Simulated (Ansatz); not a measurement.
## Active spaces for C2H2, singlet

Program: Ansatz, Gaussian basis, development build. Basis cc-pVTZ, nonrelativistic, 2 orbitals frozen in the corrections. State-specific CASSCF; RHF is the lowest restricted (open-shell) Hartree–Fock solution met. Solutions may break the symmetry of the shape. The lowest solution met needn't be the lowest there is, nor hold the orbitals that a chemist would pick. The orbital stability of a CASSCF solution shown is undecided.

Geometry:

```xyz
4

C     0.0000    0.0000    0.6013
C     0.0000    0.0000   -0.6013
H     0.0000    0.0000    1.6644
H     0.0000    0.0000   -1.6644
```

Question: What do CASSCF and its corrections give against RHF in CAS(4,4), and what are the occupations?

Answer: CASSCF -1.858 eV, SC-NEVPT2 -8.315 eV; occupations 1.94, 1.94, 0.06, 0.06.

Question: Roughly how much CPU time does a whole run from the default start take (median of such runs, summed over threads; nearly all runs on one pinned thread of a shared server, mostly Xeon at 2.3 to 2.6 GHz, by a development driver)?

Answer: CAS(4,4): about 4.9 s. Other jobs ran beside these, and the count of passes differs.
